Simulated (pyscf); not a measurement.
`[NH2][NH][SiH3]` → `[NH2][SiH2][NH2]` (concerted two-bond exchange; singlet surface; N–N, H–Si broken, N–Si, H–N formed). Optimised with ωB97X-D3(BJ)/def2-SVP in PySCF. MP2 and CC: frozen core, UHF for open shells. ΔMP2 is the change of the MP2 total energy from the triple- to the quadruple-zeta basis. Energies in kcal/mol from the reactant's lowest minimum found.

```json
[
 {"level": "ωB97X-D3(BJ)/def2-TZVP", "barrier": "68.0", "reaction energy": "-56.2"},
 {"level": "PBE/def2-TZVP", "barrier": "51.3", "reaction energy": "-53.9"},
 {"level": "r²SCAN/def2-TZVP", "barrier": "54.4", "reaction energy": "-57.9"},
 {"level": "B3LYP-D3(BJ)/def2-TZVP", "barrier": "59.1", "reaction energy": "-56.0"},
 {"level": "MP2/def2-QZVPP", "barrier": "[?]", "reaction energy": "-61.9"},
 {"level": "CCSD(T)/def2-TZVPP", "barrier": "60.3", "reaction energy": "-58.5"},
 {"level": "CCSD(T)/def2-TZVPP + ΔMP2(QZVPP)", "barrier": "[?]", "reaction energy": "[?]"}
]
```

Q: Complete the blanks.

A: 
- MP2/def2-QZVPP, barrier: 69.9
- CCSD(T)/def2-TZVPP + ΔMP2(QZVPP), barrier: 60.2
- CCSD(T)/def2-TZVPP + ΔMP2(QZVPP), reaction energy: -59.3

One saddle was located; it need not be the lowest between these sides. One closed-shell reference is unstable to symmetry breaking; treat the single-reference values with care. The CCSD(T) − MP2 part came from Ansatz, without density fitting, on the same reference. The largest closed-shell T1 diagnostic is 0.036, which may signal static correlation.
